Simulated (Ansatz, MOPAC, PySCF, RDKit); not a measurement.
Complex: HCl (SMILES Cl) (first 2 atoms) with H2S (SMILES S); geometry from NCB31 set.
(charge 0, multiplicity 1):
```xyz
5

Cl    -1.9116     0.0000     0.0035
H     -0.6273    -0.0001    -0.1041
S      1.8425     0.0000    -0.1015
H      1.8228    -0.9618     0.8347
H      1.8219     0.9619     0.8346
```

```csv
level,interaction energy (kcal/mol),"minus CCSD(T)/CBS(aug-cc-pV(T+d)Z, aug-cc-pV(Q+d)Z)"
UFF,3.37,6.79
AM1,-2.99,0.43
HF/3-21G (no counterpoise),-2.97,0.44
HF/6-31G* (no counterpoise),-1.43,1.99
HF/aug-cc-pV(T+d)Z,-0.90,2.51
B3LYP/3-21G (no counterpoise),-5.23,-1.81
BHLYP/def2-TZVPPD,-2.69,0.72
BHLYP-D4/def2-TZVPPD,-3.64,-0.22
M06-2X/6-31G* (no counterpoise),-3.77,-0.35
CAM-B3LYP-D3(BJ)/def2-TZVPPD,-3.77,-0.35
B2PLYP/def2-TZVPPD,-2.93,0.49
MP2/6-31G*,-1.93,1.49
"MP2/CBS(aug-cc-pV(T+d)Z, aug-cc-pV(Q+d)Z)",-3.85,-0.44
"CCSD(T)/CBS(aug-cc-pV(T+d)Z, aug-cc-pV(Q+d)Z)",-3.42,0.00
```

 The comparison column counts from a level with limits of its own.

The rows run from -5.23 (B3LYP/3-21G (no counterpoise)) to 3.37 kcal/mol (UFF). The dispersion term adds -0.95 in BHLYP-D4.

Monomers are frozen at their geometry in the pair; levels with a basis set take the counterpoise correction. Rows marked so take none. RDKit's UFF carries no charges.

Frozen-core correlation. CBS(a, b) extrapolates the correlation energy as X⁻³ and adds the Hartree–Fock energy of set b. Rows in 3-21G, 6-31G* carry no dispersion term and start afresh at each structure (6-31G* with six Cartesian d functions). MP2/6-31G* freezes PySCF's default core. The state that AM1 reach isn't checked.

Codes used: Ansatz (Gaussian orbitals); MOPAC for AM1 (differences of heats of formation); PySCF for 3-21G rows, 6-31G* rows, the dispersion terms; RDKit for the force fields. Values without a source in brackets are computed.

Ansatz is a program for electronic structure.
